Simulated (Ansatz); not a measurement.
**Palladium, fcc: convergence with the k-point mesh**

Computed with Ansatz, r²SCAN, scalar-relativistic PAW, on the relaxed cell (a = 3.912 Å; spin not included). Errors count from a run at 500 eV on a Γ-centred 23×23×23 mesh with Fermi-Dirac smearing of 0.1 eV, extrapolated to zero width. Fixed here: cutoff 500 eV, Fermi-Dirac width 0.1 eV. The SCF starts from atomic densities corrected by a trained network.

| k-mesh | E(σ→0) error (meV/atom) | P (GPa) | SCF iterations |
| --- | --- | --- | --- |
| 2×2×2 | 3131.4 | 64.32 | 11 |
| 4×4×4 | -173.1 | -1.00 | 7 |
| 5×5×5 | 149.2 | 2.68 | 7 |
| 7×7×7 | -19.6 | 0.25 | 7 |
| 8×8×8 | 16.7 | 0.35 | 8 |
| 11×11×11 | 12.4 | 0.15 | 8 |
| 15×15×15 | -4.2 | -0.32 | 8 |
| 20×20×20 | 1.3 | -0.17 | 8 |

Within 5 meV/atom of the last row: from 20×20×20 on.
